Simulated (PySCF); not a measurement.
## Electric properties by functional and basis

Species: butanenitrile, C4H7N.
Cartesian coordinates in Å at the PBE0-D3(BJ)/def2-SVP level; atoms count from 1:
```
atom  x, y, z in Å
C1    -1.5782   -0.2448   -0.0852
C2    -0.1294   -0.5545    0.2492
C3     0.7998    0.6152   -0.0859
C4     2.1980    0.3435    0.2232
N5     3.3004    0.1052    0.4825
H6    -2.2313   -1.0941    0.1621
H7    -1.9422    0.6301    0.4765
H8    -1.7059   -0.0273   -1.1576
H9     0.2079   -1.4476   -0.3008
H10   -0.0270   -0.7972    1.3191
H11    0.4961    1.5191    0.4688
H12    0.7272    0.8696   -1.1567
```

PySCF, dipoles from the SCF density, polarisabilities from static response with core orbitals frozen. One conformer (not necessarily the lowest) at the PBE0-D3(BJ)/def2-SVP geometry, without solvent, vibrations or thermal averaging.

**Question.** How do dipole and polarisability depend on functional and basis here?

**Answer.** 

```json
{"level": "LDA/def2-SVPD", "μ (D)": "4.311", "α (Å³)": "8.28", "error (%)": "-1.4", "anisotropy (Å³)": "3.79"}
{"level": "PBE/def2-SVPD", "μ (D)": "4.191", "α (Å³)": "8.17", "error (%)": "-2.7", "anisotropy (Å³)": "3.75"}
{"level": "B3LYP/def2-SVPD", "μ (D)": "4.247", "α (Å³)": "7.98", "error (%)": "-5.1", "anisotropy (Å³)": "3.53"}
{"level": "PBE0/def2-SVPD", "μ (D)": "4.265", "α (Å³)": "7.90", "error (%)": "-6.0", "anisotropy (Å³)": "3.52"}
{"level": "BHandHLYP/def2-SVPD", "μ (D)": "4.332", "α (Å³)": "7.73", "error (%)": "-8.0", "anisotropy (Å³)": "3.33"}
{"level": "CAM-B3LYP/def2-SVPD", "μ (D)": "4.287", "α (Å³)": "7.87", "error (%)": "-6.3", "anisotropy (Å³)": "3.39"}
{"level": "wB97X-D/def2-SVPD", "μ (D)": "4.307", "α (Å³)": "7.89", "error (%)": "-6.0", "anisotropy (Å³)": "3.42"}
{"level": "HF/def2-SVPD", "μ (D)": "4.455", "α (Å³)": "7.50", "error (%)": "-10.7", "anisotropy (Å³)": "3.12"}
```

Reference polarisability: 8.400 Å³ (measured, gas; NIST CCCBDB Release 22 (SRD 101), experimental polarizabilities). The anisotropy is √(½[(α1 − α2)² + (α2 − α3)² + (α3 − α1)²]). For the polarisability, the smallest error is 1.4% (LDA/def2-SVPD) and the largest 10.7% (HF/def2-SVPD). The dipole runs from 4.19 D (PBE/def2-SVPD) to 4.46 D (HF/def2-SVPD). In one basis (def2-SVPD) the functionals order the polarisability from HF (lowest) to LDA (highest), a spread of 10%. Measured values can belong to vibrating molecules and may average over conformers; the computed ones are for one fixed geometry.
